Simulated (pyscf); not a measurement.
Structures and frequencies: ωB97X-D3(BJ)/def2-SVP in PySCF. MP2 and CC: frozen core, UHF for open shells. ΔMP2 is the change of the MP2 total energy from the triple- to the quadruple-zeta basis.

Task: Estimate by transition-state theory the rate constant of Cl–CH(Cl)–Cl (SMILES ClC(Cl)Cl) + H• (SMILES [H]) -> Cl–CH₂–Cl (SMILES ClCCl) + Cl• (SMILES [Cl]) (doublet surface; C–Cl broken, C–H formed) at 600 K, with CCSD(T)/def2-TZVPP + ΔMP2(QZVPP) energies (ideal gas, 1 atm, RRHO with modes under 100 cm⁻¹ raised to 100, one conformer, R ln 2 for chiral ones without a mode under 150 cm⁻¹; no tunnelling).

Result: The electronic barrier is 33.3 kcal/mol and the thermal terms add +13.3, so ΔG‡ = 46.6 kcal/mol. With k_BT/h = 1.25e+13 s⁻¹ and RT = 1.192 kcal/mol, and a volume of 8.18e-20 cm³ per molecule at 1 atm, k = 1.1e-23 cm³ molecule⁻¹ s⁻¹. Wigner's tunnelling factor for 1603i cm⁻¹ would be 1.62, likely too low at so high a frequency. A shift of 1 kcal/mol in the barrier changes k by a factor 2.3. On the product side the descent ends in what is likely a three-electron adduct, which functionals tend to overbind, 5.0 kcal/mol under the separated species and 64.8 kcal/mol under the saddle at ωB97X-D3(BJ)/def2-TZVP. The same reactants have a lower exit, to HCl + Cl–CH•–Cl (barrier +9.3 kcal/mol at ωB97M-D3(BJ), against +33.2 kcal/mol here). This is the saddle that the search found; another between the same sides may lie lower. The angle at the attacked C is 163°. The CCSD(T) − MP2 part came from Ansatz, without density fitting, on the same reference. A UHF reference is spin-contaminated (<S²> up to 0.86), which harms MP2 most.
